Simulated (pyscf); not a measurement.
Structures and frequencies: ωB97X-D3(BJ)/def2-SVP in PySCF.

Task: For the elementary gas-phase step AsH₃ + GeH₂ [singlet] -> H₂Ge=AsH + H₂ (singlet surface; As–H, As–H broken, As–Ge, H–H formed), what barrier and reaction energy does B3LYP-D3(BJ)/def2-TZVP give, measured from the separated reactants?

Result: ΔE‡ = 0.88 eV, ΔE = -0.77 eV. ωB97M-D3(BJ)/def2-TZVP gives 1.00 eV and -0.60 eV. Zero-point energy shifts the barrier by +0.05 eV. It is a concerted two-bond exchange, with an imaginary mode of 574i cm⁻¹. On the reactant side the descent ends in an adduct with a As–Ge contact, 0.38 eV under the separated species and 1.19 eV under the saddle at ωB97X-D3(BJ)/def2-TZVP. What is counted as formed (As–Ge) is already present as a longer contact in the reactant adduct; forming that adduct is a step of its own. At ωB97X-D3(BJ)/def2-TZVP the barrier from the zero used here is 0.81 eV. This is the saddle that the search found; another between the same sides may lie lower. Elements up to Kr have no core potential and no relativistic terms here.
